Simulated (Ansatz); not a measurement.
# Si2P (doublet): wave-function methods side by side, def2-QZVPP

An exercise on one series of results from a longer session: the logs are not shown, and one member is left open.

The runs use Ansatz 0.2.0, Gaussian basis; def2-QZVPP, core rule «outside noble gas», up to 15 orbitals frozen.

To be run: UHF; ROHF; CCSD(T) on UHF.

5 further runs of the same task are left out: 1 that didn't finish, 4 set aside as unsound or not needed.

## The geometry

The geometry is a PBE0/def2-TZVP stationary point (not a proven minimum).

3 atoms, charge 0, spin multiplicity 2.

Atoms are counted from 1 here; the program's logs count them from 0.

Bond lengths: Si1–P2 2.098 Å, P2–Si3 2.098 Å. Angles: Si1–P2–Si3 117.5°.

Set-up of the first run:

File in.yaml:

```yaml
crystal:
  periodic: [false, false, false]
  atoms:
    - {symbol: Si, position_ang: [0.000000, -0.386578, 1.794001]}
    - {symbol: P, position_ang: [0.000000, 0.701061, 0.000000]}
    - {symbol: Si, position_ang: [0.000000, -0.386578, -1.794001]}
basis:
  gaussian: {orbitals: "def2-QZVPP.json"}
magnetization: {spin_polarized: true, initial_magnetization: 1}
hamiltonian: {xc: hf}
output: {orbitals: {seedname: orbitals}}
```

Started as:

```
$ ansatz run in.yaml --threads 1 --pin off --events-out ev --progress --plain --max-ram 2393MiB
```

Among the steps run: UHF; ROHF; CCSD(T) on UHF.

One table of the session follows, with a row left open; its other results are not shown here.

It belongs to the step «Misses and costs». 

```
  method  from UCCSD(T) (meV)
    ROHF             +11215.0
     UHF             +10705.8
    UMP2                    ?
   UCCSD               +772.2
UCCSD(T)                    0
```

Estimate the missing values for UMP2.

As computed: from UCCSD(T) (meV): +1823.0. In the column «from UCCSD(T) (meV)» it lies between UCCSD (+772.2) and UHF (+10705.8).
